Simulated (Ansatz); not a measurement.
Computed with Ansatz on PBE0-D4/def2-TZVP structures; ΔE is electronic, products minus reactants. CBS: MP2 limit from def2 TZ/QZ plus the TZ coupled-cluster correction, frozen cores. This one scheme is used for every species. Functionals use def2-TZVPP. One conformer a species, not always the lowest.

Reaction (substitution at a C–C bond): `C#CC(O)S` + CH₃OH → `COC(O)S` + `C#C`

```tsv
level	ΔE (kJ/mol)	difference from CCSD(T)/CBS
PBE-D4	20.2	7.8
PBE0-D4	18.5	6.1
ωB97X-V	8.1	-4.3
ωB97M-V	9.3	-3.1
PBE	20.7	8.3
HF/def2-TZVPP	5.6	-6.8
CCSD(T)/def2-TZVPP	10.7	-1.7
HF/def2-QZVPP	5.8	-6.6
MP2/def2-QZVPP	18.2	5.8
SCS-MP2/def2-QZVPP	15.8	3.4
CCSD(T)/CBS	12.4	0
```

Largest T1 diagnostic among the species: 0.013.

In def2-TZVPP, CCSD(T) changes the Hartree–Fock value by +5.2 kJ/mol (the triples alone add +0.2 kJ/mol) and MP2 by +11.6 kJ/mol.
